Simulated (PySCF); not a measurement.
# Orbital energies and ionisation energy

Species: acetaldoxime, C2H5NO.
Cartesian coordinates in Å at the PBE0-D3(BJ)/def2-SVP level; atoms count from 1:
```xyz
9
C2H5NO angstrom
C     -0.996   -0.291    0.339
C     -0.053    0.756   -0.148
N      1.175    0.614   -0.458
O      1.629   -0.671   -0.311
H     -0.489   -1.254    0.466
H     -1.828   -0.416   -0.373
H     -1.443    0.013    1.299
H     -0.416    1.784   -0.269
H      2.553   -0.604   -0.572
```

Level: PBE0/def2-SVPD (PySCF). Frontier orbitals with their largest atomic shares (Löwdin; up to four atoms above 4 %):

| orbital | ε (eV) | main atoms |
| --- | --- | --- |
| HOMO−3 | -11.22 | O4 31 %, C1 26 %, N3 13 %, H6 11 % |
| HOMO−2 | -10.71 | C1 35 %, H5 20 %, C2 16 %, H8 9 % |
| HOMO−1 | -7.86 | N3 54 %, O4 23 %, C2 10 %, C1 6 % |
| HOMO | -7.45 | ? |
| LUMO | 0.16 | N3 38 %, C2 33 %, C1 9 %, O4 8 % |
| LUMO+1 | 0.60 | O4 32 %, H9 16 %, C1 15 %, C2 14 % |
| LUMO+2 | 1.40 | O4 29 %, C1 18 %, H9 15 %, H7 12 % |

Question: What vertical ionisation energy does ΔSCF give, and how far is −ε(HOMO) from it?

Answer: ΔSCF: 9.85 eV (950 kJ/mol; threshold wavelength 126 nm); ⟨S²⟩ of the doublet left behind is 0.754, against 0.75 for a pure doublet. −ε(HOMO) is 7.45 eV, 2.40 eV below it. In exact Kohn–Sham theory the two would be equal; PBE0 (global hybrid, 25 % exact exchange) falls short of its own ΔSCF value by 24 %.

Question: On which atoms does the HOMO lie?

Answer: O4 (hydroxyl oxygen) 36 %, N3 (oxime nitrogen) 26 %, C2 (C=N carbon) 25 %, C1 (methyl carbon) 5 %, so no atom holds as much as 40 %. The HOMO−1 lies 0.41 eV lower.

Question: With α = 39.8 au, estimate the like-pair dispersion coefficient by London's formula C6 = (3/4)α²I.

Answer: I = 0.3619 Eh, so C6 ≈ 430 au, a rough estimate.

Question: Shift the occupied levels rigidly so that −ε(HOMO) equals the ΔSCF value. What binding energies result?

Answer: The shift is +2.40 eV: HOMO 9.85, HOMO−1 10.26, HOMO−2 13.11, HOMO−3 13.62 eV. A rigid shift is only a rough guide to the deeper ionisations.

Isolated species at its PBE0-D3(BJ)/def2-SVP geometry (one conformer only).
